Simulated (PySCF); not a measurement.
# NMR data sheet: C3H4F2

```yaml
Formula: C3H4F2
SMILES: C=C(F)CF
InChI: InChI=1S/C3H4F2/c1-3(5)2-4/h1-2H2
Point_group_of_the_computed_structure: Cs
Degrees_of_unsaturation: 1
Carbon_signals: 3
Proton_signals: 3
```

Atoms are numbered as in `[CH2:1]=[C:2]([F:3])[CH2:4][F:5]` (H(Xn): hydrogen on atom n). Ha(C1) is cis to F3; Hb(C1) is trans to F3.

Theory: shielding tensors at HF/pcSseg-2 (GIAO), structure optimised with PBE0-D3(BJ)/def2-SVP, J couplings at B3LYP/pcJ-1, in PySCF 2.14.0 with density-fitted response routines (rapidly exchanging positions averaged, no relativistic terms, single conformer, no solvent).

δ = σ(ref) − σ, references computed at the same level: TMS for ¹H (σref 31.68), ¹³C (σref 191.47); CFCl3 for ¹⁹F (σref 245.28).

```tsv
carbon	δC, type	δH (multiplicity, J in Hz)	HMBC from (abs. J ≥ 3 Hz)	span of the C tensor (ppm)
C1	96.7, CH2	Hb(C1) 5.06 (ddq, 46.0, 6.9, 2.6); Ha(C1) 5.08 (ddq, 16.5, 7.8, 2.5)	H(C4)	197
C2	170.8, C	–	Ha(C1), Hb(C1), H(C4)	197
C4	73.1, CH2	4.51 (ddt, 53.1, 3.9, 2.6)	Ha(C1)	73
```

Other nuclei:
```
atoms  nucleus                environment  δ (ppm)  σ (ppm)
   F3      ¹⁹F           vinylic fluorine   -101.9    347.2
   F5      ¹⁹F  fluorine on an sp3 carbon   -211.4    456.7
```

Selected couplings (Hz, signed; the shortest-range and largest first, 30 at most; isotopes ¹³C, ¹⁹F, ¹H): ¹J(C2,F3) -327.3, ¹J(C4,F5) -243.3, ¹J(C1,Hb(C1)) 177.4, ¹J(C1,Ha(C1)) 172.5, ¹J(C4,H(C4)) 156.2, ¹J(C1,C2) 99.1, ¹J(C2,C4) 63.6, ²J(F5,H(C4)) 53.1, ²J(F3,C4) 47.1, ²J(C2,F5) 19.7, ²J(C1,F3) 12.3, ²J(C1,C4) 5.4, ²J(Hb(C1),Ha(C1)) -2.5, ³J(F3,F5) -53.8, ³J(F3,Hb(C1)) 46.0, ³J(F3,Ha(C1)) 16.5, ³J(C1,F5) 5.2, ³J(F3,H(C4)) -3.9, ⁴J(F5,Ha(C1)) 7.8, ⁴J(F5,Hb(C1)) 6.9, ⁴J(Hb(C1),H(C4)) -2.7, ⁴J(Ha(C1),H(C4)) -2.6.

1. Carbon types of the structure: 1 × C, 2 × CH2, which accounts for all hydrogens.
2. δC 170.8: fully substituted alkene carbon.
3. δC 96.7: terminal =CH2 carbon.
4. δC 73.1: allylic sp3 CH2 bonded to F; pulled downfield by the heteroatom.
5. δH 5.08, 5.06: hydrogen on a terminal =CH2 carbon; olefinic region.
6. δH 4.51: hydrogen on an allylic sp3 CH2 bonded to F; its carbon carries F, which withdraws density.

Common functionals overestimate the size of one-bond C–F couplings by tens of Hz; these are unscaled. Multiplet labels drop couplings under 1 Hz and merge nearly equal ones. Shifts are as computed, not scaled to solution data. Of 1211 compounds with measured shifts, 218 miss one by over three times the rms of a fit or turn the order of signals round; such compounds aren't used in these exercises. Unscaled 19F shifts against computed CFCl3 carry errors that often reach 10 to 50 ppm. Vicinal couplings across rotatable single bonds and in flexible rings belong to the one computed conformer; a conformer average would change them.
